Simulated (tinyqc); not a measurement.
Inside a calculation. Method: FCI on RHF in the sto-3g basis, frozen core, for LiH, spin multiplicity 1. Computed by tinyqc, a small Python program that keeps every step (integrals from PySCF). Settings: charge = 0, multiplicity = 1, basis = sto-3g, method = RHF, frozen orbitals = 1, energy threshold = 1e-10, iteration cap = 87, orthogonalisation = symmetric, start = Wolfsberg-Helmholz matrix, DIIS depth = 6, ci = FCI. Command: `OMP_NUM_THREADS=1 python tinyqc.py 31781 31782 out.jsonl` (the two numbers bound the seeds that draw the settings). One thread of a shared host (Intel(R) Xeon(R) Processor @ 2.60GHz), about 0.1 s of CPU time with the checks. The early iterations of the SCF are left out here.

## One-electron integrals

Geometry (angstrom):
```
atom         x         y         z
Li    0.000000  0.000000  0.000000
H     0.000000  0.000000  1.529000
```

Basis sto-3g: exponents (1/bohr^2) and contraction coefficients of normalised primitives:
```
element  l (shell)   exponent  coefficient
Li           s (1)  16.119575     0.154329
Li           s (1)   2.936201     0.535328
Li           s (1)   0.794651     0.444635
Li           s (2)   0.636290    -0.099967
Li           s (2)   0.147860     0.399513
Li           s (2)   0.048089     0.700115
Li           p (3)   0.636290     0.155916
Li           p (3)   0.147860     0.607684
Li           p (3)   0.048089     0.391957
H            s (1)   3.425251     0.154329
H            s (1)   0.623914     0.535328
H            s (1)   0.168855     0.444635
```

Overlap, kinetic and nuclear-attraction integrals over the contracted functions; the nuclear repulsion is the sum of Za Zb / Rab.

nuclear repulsion = 1.03828099 hartree

overlap S, lower triangle:
```
           1Li 1s    1Li 2s   1Li 2px   1Li 2py   1Li 2pz     2H 1s
1Li 1s   1.000000
1Li 2s   0.241137  1.000000
1Li 2px  0.000000  0.000000  1.000000
1Li 2py  0.000000  0.000000  0.000000  1.000000
1Li 2pz  0.000000  0.000000  0.000000  0.000000  1.000000
2H 1s    0.077362  0.413022  0.000000  0.000000  0.525488  1.000000
```

kinetic energy T (hartree), lower triangle:
```
            1Li 1s    1Li 2s   1Li 2px   1Li 2py   1Li 2pz     2H 1s
1Li 1s    3.576786
1Li 2s   -0.020237  0.102163
1Li 2px   0.000000  0.000000  0.319682
1Li 2py   0.000000  0.000000  0.000000  0.319682
1Li 2pz   0.000000  0.000000  0.000000  0.000000  0.319682
2H 1s    -0.016769  0.047001  0.000000  0.000000  0.139890  0.760032
```

nuclear attraction V (hartree), lower triangle:
```
            1Li 1s     1Li 2s    1Li 2px    1Li 2py    1Li 2pz      2H 1s
1Li 1s   -8.328975
1Li 2s   -1.047790  -1.505899
1Li 2px   0.000000   0.000000  -1.462217
1Li 2py   0.000000   0.000000   0.000000  -1.462217
1Li 2pz  -0.017621  -0.125984   0.000000   0.000000  -1.563496
2H 1s    -0.335994  -0.785267   0.000000   0.000000  -1.013425  -2.261187
```

core Hamiltonian H = T + V (hartree), lower triangle:
```
            1Li 1s     1Li 2s    1Li 2px    1Li 2py    1Li 2pz      2H 1s
1Li 1s   -4.752189
1Li 2s   -1.068028  -1.403736
1Li 2px   0.000000   0.000000  -1.142536
1Li 2py   0.000000   0.000000   0.000000  -1.142536
1Li 2pz  -0.017621  -0.125984   0.000000   0.000000  -1.243814
2H 1s    -0.352763  -0.738266   0.000000   0.000000  -0.873535  -1.501155
```

## Two-electron integrals

Functions are numbered as in S; the eight-fold symmetry (ij|kl) = (ji|kl) = (kl|ij) leaves the list below.

Two-electron integrals (ij|kl) in chemists' order, unique and non-zero (hartree):
```
(11|11) 1.680395   (21|11) 0.265420   (21|21) 0.049941   (22|11) 0.397727
(22|21) 0.092860   (22|22) 0.290562   (31|31) 0.008981   (32|31) 0.013788
(32|32) 0.064184   (33|11) 0.396640   (33|21) 0.092880   (33|22) 0.290497
(33|33) 0.312946   (41|41) 0.008981   (42|41) 0.013788   (42|42) 0.064184
(43|43) 0.016869   (44|11) 0.396640   (44|21) 0.092880   (44|22) 0.290497
(44|33) 0.279207   (44|44) 0.312946   (51|51) 0.008981   (52|51) 0.013788
(52|52) 0.064184   (53|53) 0.016869   (54|54) 0.016869   (55|11) 0.396640
(55|21) 0.092880   (55|22) 0.290497   (55|33) 0.279207   (55|44) 0.279207
(55|55) 0.312946   (61|11) 0.083076   (61|21) 0.015700   (61|22) 0.029644
(61|33) 0.029294   (61|44) 0.029294   (61|51) 0.001854   (61|52) 0.003557
(61|55) 0.030358   (61|61) 0.005394   (62|11) 0.162135   (62|21) 0.038148
(62|22) 0.122430   (62|33) 0.116571   (62|44) 0.116571   (62|51) 0.006247
(62|52) 0.035038   (62|55) 0.134019   (62|61) 0.014239   (62|62) 0.080912
(63|31) 0.003379   (63|32) 0.014840   (63|53) 0.005674   (63|63) 0.006462
(64|41) 0.003379   (64|42) 0.014840   (64|54) 0.005674   (64|64) 0.006462
(65|11) 0.191665   (65|21) 0.045644   (65|22) 0.152353   (65|33) 0.142290
(65|44) 0.142290   (65|51) 0.009754   (65|52) 0.053573   (65|55) 0.172286
(65|61) 0.017868   (65|62) 0.111113   (65|65) 0.155468   (66|11) 0.344344
(66|21) 0.082542   (66|22) 0.287686   (66|33) 0.263050   (66|44) 0.263050
(66|51) 0.016436   (66|52) 0.107796   (66|55) 0.336486   (66|61) 0.032531
(66|62) 0.233240   (66|65) 0.333999   (66|66) 0.774606
```

## Orthogonalisation

S = U s U^T; symmetric (Loewdin) form X = U s^(-1/2) U^T, so that X^T S X = 1.

eigenvalues of S: 0.327349  0.798068  1.000000  1.000000  1.167081  1.707502

X, lower triangle:
```
            1Li 1s     1Li 2s   1Li 2px   1Li 2py    1Li 2pz     2H 1s
1Li 1s    1.022995
1Li 2s   -0.127340   1.121557
1Li 2px   0.000000   0.000000  1.000000
1Li 2py   0.000000   0.000000  0.000000  1.000000
1Li 2pz  -0.002720   0.124890  0.000000  0.000000   1.157910
2H 1s     0.001598  -0.298685  0.000000  0.000000  -0.378429  1.255670
```

## Iteration 8 (converged): orbitals

converged F (hartree), lower triangle:
```
            1Li 1s     1Li 2s   1Li 2px   1Li 2py    1Li 2pz      2H 1s
1Li 1s   -2.344624
1Li 2s   -0.639926  -0.230245
1Li 2px   0.000000   0.000000  0.163835
1Li 2py   0.000000   0.000000  0.000000  0.163835
1Li 2pz   0.013703  -0.109958  0.000000  0.000000  -0.007505
2H 1s    -0.210660  -0.280032  0.000000  0.000000  -0.239520  -0.163842
```

Diagonalise F' = X^T F X, C = X C', fill 2 alpha and 2 beta electrons from the bottom; D = 2 C_occ C_occ^T. Each column has its largest component positive (the first on a tie).

F' = X^T F X (hartree), lower triangle:
```
           1          2         3         4          5         6
1  -2.291429
2  -0.349344  -0.001366
3   0.000000   0.000000  0.163835
4   0.000000   0.000000  0.000000  0.163835
5   0.028125   0.026059  0.000000  0.000000   0.167356
6  -0.052687  -0.284844  0.000000  0.000000  -0.324913  0.132622
```

orbital energies (hartree): MO1 -2.347303, MO2 -0.291211, MO3 0.078793, MO4 0.163835, MO5 0.163835, MO6 0.566905

coefficients C:
```
               MO1        MO2        MO3       MO4        MO5        MO6
1Li 1s    0.991162  -0.172153  -0.209086  0.000000   0.000000   0.083600
1Li 2s    0.032236   0.448806   0.800787  0.000000   0.000000  -0.731567
1Li 2px   0.000000   0.000000   0.000000  0.980320  -0.197414   0.000000
1Li 2py   0.000000   0.000000   0.000000  0.197414   0.980320   0.000000
1Li 2pz  -0.006906   0.348511  -0.612722  0.000000   0.000000  -1.001316
2H 1s     0.006160   0.545312  -0.135415  0.000000   0.000000   1.222044
```

D after iteration 8, lower triangle:
```
            1Li 1s    1Li 2s   1Li 2px   1Li 2py   1Li 2pz     2H 1s
1Li 1s    2.024078
1Li 2s   -0.090625  0.404931
1Li 2px   0.000000  0.000000  0.000000
1Li 2py   0.000000  0.000000  0.000000  0.000000
1Li 2pz  -0.133685  0.312382  0.000000  0.000000  0.243015
2H 1s    -0.175543  0.489875  0.000000  0.000000  0.380009  0.594805
```

Within a degenerate level the vectors are fixed only up to a rotation; this is one choice.

## Convergence

Stop when the energy changes by less than 1e-10 hartree and every element of the error matrix X^T (F D S - S D F) X is below 3e-06.

Course of the cycle:
```
iteration  E (hartree)     change  largest element of the error matrix
1          -7.84367469          -                             8.92e-02
2          -7.85957697  -1.59e-02                             2.50e-02
3          -7.86249138  -2.91e-03                             1.16e-02
4          -7.86331376  -8.22e-04                             8.29e-04
5          -7.86331456  -8.05e-07                             2.83e-04
6          -7.86331467  -1.02e-07                             3.85e-05
7          -7.86331467  -2.08e-09                             6.60e-06
8          -7.86331467  -6.33e-11                             8.12e-08
```

PySCF RHF in the same basis = -7.86331467 hartree

Converged in 8 iterations.

## Integrals over molecular orbitals

(pq|rs) = sum C_ip C_jq C_kr C_ls (ij|kl), one index at a time.

one-electron integrals over orbitals h = C^T H C (hartree), lower triangle:
```
           1          2          3          4          5          6
1  -4.742613
2   0.108314  -1.520468
3   0.167806   0.034844  -1.130457
4   0.000000   0.000000   0.000000  -1.142536
5   0.000000   0.000000   0.000000   0.000000  -1.142536
6  -0.028549  -0.073739   0.031773   0.000000   0.000000  -0.938607
```

Two-electron integrals over orbitals (pq|rs), unique and non-zero (hartree); the lowest 1 orbital is frozen and left out:
```
(22|22) 0.492254    (32|22) -0.047402   (32|32) 0.012391    (33|22) 0.225717
(33|32) 0.006547    (33|33) 0.338572    (42|42) 0.023820    (43|42) 0.019225
(43|43) 0.041300    (44|22) 0.273693    (44|32) 0.005019    (44|33) 0.282156
(44|44) 0.312946    (52|52) 0.023820    (53|52) 0.019225    (53|53) 0.041300
(54|54) 0.016869    (55|22) 0.273693    (55|32) 0.005019    (55|33) 0.282156
(55|44) 0.279207    (55|55) 0.312946    (62|22) 0.130596    (62|32) -0.033797
(62|33) -0.010393   (62|44) -0.012536   (62|55) -0.012536   (62|62) 0.123210
(63|22) -0.051042   (63|32) 0.008712    (63|33) 0.036024    (63|44) 0.001639
(63|55) 0.001639    (63|62) -0.031284   (63|63) 0.026328    (64|42) -0.019549
(64|43) -0.013834   (64|64) 0.019562    (65|52) -0.019549   (65|53) -0.013834
(65|65) 0.019562    (66|22) 0.456437    (66|32) -0.042508   (66|33) 0.241866
(66|44) 0.268989    (66|55) 0.268989    (66|62) 0.138703    (66|63) -0.043714
(66|66) 0.455810
```

## FCI: determinants and Hamiltonian

one-electron integrals dressed by the frozen orbital, h + 2 (pq|11) - (p1|1q) (hartree), lower triangle:
```
           2          3          4          5          6
2  -0.783465
3   0.047402  -0.360250
4   0.000000   0.000000  -0.359731
5   0.000000   0.000000   0.000000  -0.359731
6  -0.130596   0.068288   0.000000   0.000000  -0.222759
```

energy of the frozen orbital, 2 h_11 + (11|11) = -7.82691998 hartree

Hartree-Fock energy = -7.86331467 hartree

Slater-Condon rules over spin orbitals, with the nuclear repulsion and the energy of the frozen orbital added and E(HF) subtracted on the diagonal. Only determinants linked to the reference directly or through others are kept (one block of an abelian symmetry group), so some states are absent.

Occupation strings over the orbitals (2 doubly, a alpha, b beta, 0 empty; spin orbitals ordered 1a 1b 2a 2b ...): 220000 2ab000 2a000b 2ba000 2b000a 202000 20a00b 200200 200020 20b00a 200002

H - E(HF) between determinants (hartree), lower triangle:
```
           220000     2ab000     2a000b     2ba000     2b000a     202000     20a00b    200200
220000   0.000000
2ab000   0.000000   0.156678
2a000b   0.000000   0.017245   0.524888
2ba000   0.000000  -0.012391   0.033797   0.156678
2b000a   0.000000   0.033797  -0.123210   0.017245   0.524888
202000   0.012391   0.053948   0.008712  -0.053948  -0.008712   0.692748
20a00b  -0.033797   0.008712   0.004894   0.140989   0.031284   0.104311   0.733533
200200   0.023820   0.019225  -0.019549  -0.019225   0.019549   0.041300  -0.013834  0.668160
200020   0.023820   0.019225  -0.019549  -0.019225   0.019549   0.041300  -0.013834  0.016869
20b00a   0.033797   0.140989   0.031284   0.008712   0.004894  -0.104311  -0.026328  0.013834
200002   0.123210  -0.031284   0.008107   0.031284  -0.008107   0.026328   0.024573  0.019562

          200020     20b00a    200002
200020  0.668160
20b00a  0.013834   0.733533
200002  0.019562  -0.024573  1.084967
```

## FCI: roots

Diagonalise (each vector has its largest component positive (the first on a tie)); all determinants have Ms = 0, so triplets appear too. The lowest singlet root is the correlation energy.

lowest roots of this matrix, relative to E(HF) (hartree): -0.019165  0.101352  0.117950  0.400784  0.555647  0.651291  0.657933  0.739647

lowest vectors:
```
           root 1     root 2     root 3     root 4
220000   0.988246   0.000000  -0.069647   0.000000
2ab000   0.036288   0.681393   0.671929   0.070245
2a000b   0.003200  -0.096217   0.029823   0.693939
2ba000  -0.036288   0.681393  -0.671929   0.070245
2b000a  -0.003200  -0.096217  -0.029823   0.693939
202000  -0.031848   0.000000  -0.183996   0.000000
20a00b   0.055847  -0.162621   0.163129  -0.116249
200200  -0.028142   0.000000  -0.020924   0.000000
200020  -0.028142   0.000000  -0.020924   0.000000
20b00a  -0.055847  -0.162621  -0.163129  -0.116249
200002  -0.108998   0.000000   0.049415   0.000000
```

<S^2> of these roots: 0.000000  2.000000  0.000000  2.000000  0.000000  0.000000  0.000000  0.000000

weight of the ground state by excitation level 0, 1, 2, ...: 0.976629  0.002654  0.020717
